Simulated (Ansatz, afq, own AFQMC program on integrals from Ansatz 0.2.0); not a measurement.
## AlSiH, triplet: AFQMC among the cluster methods

```yaml
atoms:
  - { symbol: Si, position_ang: [0.0000, -0.4664, 1.7879] }
  - { symbol: Al, position_ang: [0.0000, -0.4208, -2.7259] }
  - { symbol: H, position_ang: [0.0000, 0.8872, 0.9379] }
```

Connectivity, by distances: SiH ··· Al.

Basis 6-31G. Only valence electrons are correlated. AFQMC by an in-house program on the Cholesky factors that Ansatz 0.2.0 writes for its CCSD(T) run. The CISD trial takes its coefficients from CCSD amplitudes. Released means that phaseless walkers are propagated on without the constraint, phases kept. Error bars are statistical, one sigma.

Determinant: UHF, the one that the program's search chose, which needn't be the lowest solution. The geometry is a point of a scan.

Full CI on the same integrals is exact in this basis and with this determinant's frozen core.

Cautions: lower spins were not checked; the released energy hasn't reached full CI (36 meV above it at 1.62 1/Eh, later times being too noisy to tell), so no released level is given (meV from the phaseless value at times in 1/Eh: -1.4 ± 2.4 at 0.24, -1.1 ± 1.3 at 0.51, -3.3 ± 1.0 at 0.99, -5.3 ± 1.3 at 1.62, 5 ± 14 at 2.40).

```
T1 diagnostic                               : 0.0298
weight of the determinant in the CISD state : 0.884
⟨S²⟩ of the determinant                     : 2.006
size of the correlated space                : 8 electrons in 18 orbitals
```

```csv
level,correlation energy (eV)
MP2,-1.3366
CCSD,-2.1177
CCSD(T),-2.1399
```

Q: Estimate where full CI lies against CCSD(T) on the same integrals.

A: 4.0 kJ/mol below CCSD(T).

Reference: full CI, correlation energy -2.181 eV.

```json
{"level": "CCSD(T)", "E − E(reference) (kJ/mol)": "4.0", "share of correlation (%)": "98.10"}
{"level": "CCSDT", "E − E(reference) (kJ/mol)": "0.7", "share of correlation (%)": "99.68"}
{"level": "CCSDT(Q)", "E − E(reference) (kJ/mol)": "0.2", "share of correlation (%)": "99.89"}
{"level": "CCSDTQ", "E − E(reference) (kJ/mol)": "0.0", "share of correlation (%)": "99.99"}
{"level": "ph-AFQMC/CISD", "E − E(reference) (kJ/mol)": "3.9 ± 0.1", "share of correlation (%)": "98.13"}
```

CCSDT and higher add their correlation energy to the determinant of the CCSD(T) run, since their own runs factorise the integrals more tightly (a shift of under 2 meV). A walk keeps the symmetry of its determinant, which the program's search chose and which needn't be the lowest solution, so a lower state of the same spin and another symmetry isn't excluded.
